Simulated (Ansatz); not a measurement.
Relaxation of AlFH2O (5 atoms, charge 0, multiplicity 1), to a largest force component of 0.03 eV/Å in at most 50 steps.

These are results of Ansatz, RKS LDA/def2-SVP, not measurements.

```xyz
5
Properties=species:S:1:pos:R:3:forces:R:3
Al -0.100 0.428 -0.904 0.15 -0.04 0.17
F 1.453 -0.331 1.406 -0.33 -0.21 0.12
H 1.993 0.218 0.878 0.17 0.26 -0.30
O -1.579 -0.341 -0.712 -0.01 -0.01 0.00
H -2.396 -0.821 -0.528 0.01 0.01 0.01
```

Q: Where does it end, and by what steps?

A: The run converged. After 6 steps the energy has fallen by 0.097 eV; F2 moved furthest, 0.44 Å.

| step | energy less start (eV) | largest force component (eV/Å) | accepted |
| --- | --- | --- | --- |
| 0 | 0.0000 | 0.328 | yes |
| 1 | -0.0603 | 0.318 | yes |
| 2 | -0.0814 | 0.338 | yes |
| 3 | -0.0898 | 0.234 | yes |
| 4 | -0.0939 | 0.207 | yes |
| 5 | -0.0963 | 0.089 | yes |
| 6 | -0.0969 | 0.027 | yes |

```xyz
5
Properties=species:S:1:pos:R:3
Al 0.091 0.426 -0.780
F 1.096 -0.337 1.146
H 1.790 0.207 0.777
O -1.395 -0.333 -0.596
H -2.211 -0.810 -0.408
```

Whether the end is a true minimum wasn't checked by a vibrational analysis.

The run took 6.5 s on 1 thread of Arm Neoverse V1 (shared host), peak memory 0.12 GiB.
